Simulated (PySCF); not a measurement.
How well do the runs reproduce experiment for dichlorofluoromethane?

**Experimental background.**

From NIST CCCBDB Release 22 (SRD 101), experimental dipoles, for the gas: dipole moment (dielectric constant against temperature) 1.29 D.

From NIST CCCBDB Release 22 (SRD 101), experimental polarizabilities, for the gas: mean polarisability 6.611 Å³.

The results are set against them at the end.

Compound: dichlorofluoromethane, CHCl2F.
Atom-mapped SMILES: `[F:1][CH:2]([Cl:3])[Cl:4]` (hydrogens: H5 on C2)

Structure used (GFN2-xTB), in Å, numbered top down from 1:
```
atom  x, y, z in Å
F1    -0.0661    1.1471   -0.7700
C2     0.0037    0.1035    0.0700
Cl3    1.4648   -0.8339   -0.2893
Cl4   -1.4472   -0.8963   -0.1248
H5     0.0534    0.4825    1.0969
```

The PySCF runs (gas phase, on this GFN2-xTB geometry; no spin–orbit coupling):

```tsv
level	job	basis functions	wall time
CAM-B3LYP/def2-SVPD	8 singlets by full TDDFT, 3 Tamm–Dancoff triplets, polarisability	105	7.3 s
```

Hardware: one thread of an Arm Neoverse V1 (shared host).

Results beside the measurements:

**Dipole moment.** Measured: 1.29 D (NIST CCCBDB Release 22 (SRD 101), experimental dipoles).

```csv
level,computed (D),computed − measured (D),% (from the printed values)
CAM-B3LYP/def2-SVPD,1.33,+0.04,+3
```

The computed dipoles belong to one fixed geometry; measured ones are averaged over vibrations unless marked μe. Magnitudes are compared, not signs.

**Mean polarisability.** Measured: 6.611 Å³ (NIST CCCBDB Release 22 (SRD 101), experimental polarizabilities).

```json
{"level": "CAM-B3LYP/def2-SVPD", "computed (Å³)": "6.417", "computed − measured (Å³)": "-0.194", "% (from the printed values)": "-3"}
```

The computed values are static and purely electronic, with core orbitals frozen in the response (1 au = 0.148185 Å³). The table of measured values doesn't say here whether a value is static or optical, or holds a vibrational part.

No measured geometry was used, and the causes of the misses weren't examined.
